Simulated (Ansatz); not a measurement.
**H₂Ge–AsH, triplet: reading a ladder of total energies**

Geometry: displaced at random from a stationary point.

| atom | x (Å) | y (Å) | z (Å) |
| --- | --- | --- | --- |
| Ge | 0.0011 | -0.0487 | 1.2207 |
| As | 0.0003 | 0.0479 | -1.2109 |
| H | -1.1963 | 0.7332 | 1.7267 |
| H | 1.1900 | 0.6704 | 1.7565 |
| H | -0.0969 | -1.4559 | -1.4478 |

Basis cc-pVDZ; Ansatz 0.2.0. Correlated methods freeze the noble-gas cores and the filled d shells of p-block atoms, which leaves 12 electrons in 41 orbitals. R marks a restricted (for open shells ROHF) determinant, U an unrestricted one. No spin–orbit coupling is included, and no scalar relativity.

Full CI isn't at hand for all of this; UCCSDT(Q) serves as the reference, and is uncertain by the last step of the cluster series or more.

UCCSD has a T1 diagnostic of 0.017 and a largest doubles amplitude of 0.06.

Runs differ by some tens of microhartree through their thresholds and, for an open shell, their frozen cores, so steps under 0.03 kcal/mol mean nothing.

Here the R and U totals at CCSDT(Q) differ by 0.15 kcal/mol, a measure of how far such totals hang on the determinant and its frozen core.

```csv
level,total energy (hartree)
UHF,-4311.214426
UMP2,-4311.384655
UCCSD,-4311.423450
UCCSD(T),-4311.429101
UCCSDT,-4311.430258
UCCSDT(Q),-4311.430545
```

**Question.** What is the correlation energy at UCCSDT(Q), and what share of it do UMP2 and UCCSDT recover?

**Answer.** E(corr) = -4311.430545 − (-4311.214426) = -0.216119 hartree = -5.881 eV. UMP2: -0.170229 / -0.216119 = 78.77 %. UCCSDT: -0.215832 / -0.216119 = 99.87 %.

**Question.** By how many kcal/mol does UCCSD(T) miss UCCSDT(Q) (1 hartree = 627.509 kcal/mol), and which steps make up the rest?

**Answer.** -4311.429101 − (-4311.430545) = 0.001444 hartree = 0.91 kcal/mol. Steps: UCCSDT − UCCSD(T) = -0.73, UCCSDT(Q) − UCCSDT = -0.18 kcal/mol. Differences between like states or geometries often cancel part of this.
